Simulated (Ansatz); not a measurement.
A CCSD(T) single point on `C[SiH2][AlH2]`.

```yaml
crystal:
  periodic: [false, false, false]
  atoms:
    - {symbol: C, position_ang: [-1.221286, 0.707112, -0.748259]}
    - {symbol: Si, position_ang: [-0.100403, -0.747060, -0.306202]}
    - {symbol: Al, position_ang: [1.679258, -0.115928, 1.274173]}
    - {symbol: H, position_ang: [-1.995604, 0.390452, -1.450351]}
    - {symbol: H, position_ang: [-0.651864, 1.514398, -1.214007]}
    - {symbol: H, position_ang: [-1.713706, 1.107572, 0.140571]}
    - {symbol: H, position_ang: [0.492808, -1.292136, -1.564652]}
    - {symbol: H, position_ang: [-0.941449, -1.840730, 0.267453]}
    - {symbol: H, position_ang: [1.452977, -0.204331, 2.847189]}
    - {symbol: H, position_ang: [3.082370, 0.429549, 0.757185]}
basis:
  gaussian: {orbitals: def2-SVP}
correlation: {method: ccsd_t}
```

```sh
$ ansatz run in.yaml --threads 2 --pin off --events-out ev --progress --plain --max-ram 4352MiB
```

Log, shortened:

```
Functional definition: HF
836 factors; integrals over basis functions are off by at most 1.2e-3 eV
mean field evaluation 1: about -15578.9356 eV, gradient 2.2e1 eV
mean field evaluation 2: about -15578.9380 eV, gradient 2.2e1 eV
mean field evaluation 4: about -15580.6420 eV, gradient 2.4e0 eV
mean field evaluation 8: about -15580.6672 eV, gradient 3.7e-4 eV
mean field -15580.66722241 eV, -572.5789594680 hartree, gradient 1.3e-6 eV, S^2 0.000000; 0 other end points of the search recorded, 0 dependent functions left out
11 core orbitals not correlated: weight in the atoms' cores, before any rotation towards them, 1.000 or more for the frozen orbitals, at most 0.000 for the correlated occupied ones
reference -15580.66722241 eV, -572.5789594680 hartree; 9, 9 occupied and 65, 65 virtual orbitals, 836 factors
second order -8.56978746 eV of doubles, -0.00000000 eV of singles
cycle   1  -9.66488428 eV  change    -1.1e0 eV  update   7.7e-2
cycle   2  -10.06199008 eV  change   -4.0e-1 eV  update   2.6e-2
cycle   3  -10.08615030 eV  change   -2.4e-2 eV  update   7.0e-3
cycle   4  -10.08442031 eV  change    1.7e-3 eV  update   2.5e-3
cycle   5  -10.08394122 eV  change    4.8e-4 eV  update   8.1e-4
cycle   6  -10.08378788 eV  change    1.5e-4 eV  update   2.7e-4
cycle   7  -10.08375295 eV  change    3.5e-5 eV  update   8.9e-5
cycle   8  -10.08375874 eV  change   -5.8e-6 eV  update   3.5e-5
cycle   9  -10.08375929 eV  change   -5.6e-7 eV  update   1.1e-5
perturbative correction -0.25347080 eV, -0.0093148801 hartree
Total energy: -15591.00445250 eV, -572.9588456670 hartree
```

Hardware: 2 threads of an Intel Xeon Platinum 8259CL on a shared host. Wall time 2.8 s, peak host memory 0.39 GiB.

MP2 recovers 82.9 % of the CCSD(T) correlation energy and the triples give 2.5 %; T1 = 0.0104.
